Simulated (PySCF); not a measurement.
# `S=CC=C=C=C`, C5H4S

Molfile (atoms numbered from 1):
```
C5H4S
     RDKit          3D

 10  9  0  0  0  0  0  0  0  0999 V2000
    2.4684   -0.2864   -0.7133 C   0  0  0  0  0  0  0  0  0  0  0  0
    1.2716   -0.2987   -0.1740 C   0  0  0  0  0  0  0  0  0  0  0  0
    0.1254   -0.3101    0.3448 C   0  0  0  0  0  0  0  0  0  0  0  0
   -1.0858   -0.3119    0.8894 C   0  0  0  0  0  0  0  0  0  0  0  0
   -2.0658    0.6830    0.5587 C   0  0  0  0  0  0  0  0  0  0  0  0
   -3.5622    0.7418    1.1827 S   0  0  0  0  0  0  0  0  0  0  0  0
    2.7537    0.4764   -1.4301 H   0  0  0  0  0  0  0  0  0  0  0  0
    3.2066   -1.0391   -0.4568 H   0  0  0  0  0  0  0  0  0  0  0  0
   -1.3659   -1.0773    1.6083 H   0  0  0  0  0  0  0  0  0  0  0  0
   -1.7413    1.4294   -0.1682 H   0  0  0  0  0  0  0  0  0  0  0  0
  1  2  2  0
  2  3  2  0
  3  4  2  0
  4  5  1  0
  5  6  2  0
  1  7  1  0
  1  8  1  0
  4  9  1  0
  5 10  1  0
M  END
```

Level of theory: quadratic response CAM-B3LYP/def2-TZVPD first hyperpolarisability, Taylor convention, gas phase (PySCF). Geometry: PBE0-D3(BJ)/def2-TZVP.

Task: Give the tensor of the static β(0;0,0) in the axes of these coordinates.

Result: In au, Taylor convention; rows are the first index (the induced dipole):
```
       xx      yy     zz      xy     xz     yz
x  +486.8  +169.7  +31.7  -239.2   -1.9   -1.2
y  -239.2   -57.1  +18.9  +169.7   -1.2  -42.8
z    -1.9   -42.8  -48.4    -1.2  +31.7  +18.9
```
Norm of βᵢ = ⅓ Σⱼ (βᵢⱼⱼ + βⱼᵢⱼ + βⱼⱼᵢ): 747.8 au, hyper-Rayleigh value 302.0 au.
